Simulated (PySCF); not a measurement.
Geometry (Å), atoms numbered from 1 in this order:
```xyz
6

Si    0.189   -0.014   -0.493
S     0.273    0.027    1.653
H    -1.068    0.056    1.821
H     1.613   -0.023   -0.932
H    -0.503    1.189   -1.045
H    -0.503   -1.235   -1.004
```

[PySCF 2.14: B3LYP/pcSseg-1 with gauge-including orbitals; structure optimised with PBE0-D3(BJ)/def2-SVP; no solvent; averaged over atoms made equivalent by symmetry, fast rotation or ring inversion; no relativistic terms; a single conformation]

Chemical shifts δ = σref − σ; TMS for ¹H (σref 31.38), ²⁹Si (σref 337.86); ³³S (σref 485.41) against CS2, all at this level.

| atoms | nucleus | count | δ (ppm) |
| --- | --- | --- | --- |
| Si1 | ²⁹Si | 1 | ? |
| S2 | ³³S | 1 | -265 |
| H4/H5/H6 | ¹H | 3 | ? |
| H3 | ¹H | 1 | -0.14 |

Complete the table.

Results:


- H4/H5/H6: 4.55 ppm, hydrogen on a silicon bonded to S
- Si1: -54.1 ppm, silicon bonded to S, 3 H

OH/NH shifts are gas-phase values; hydrogen bonding in solution moves them, usually downfield.
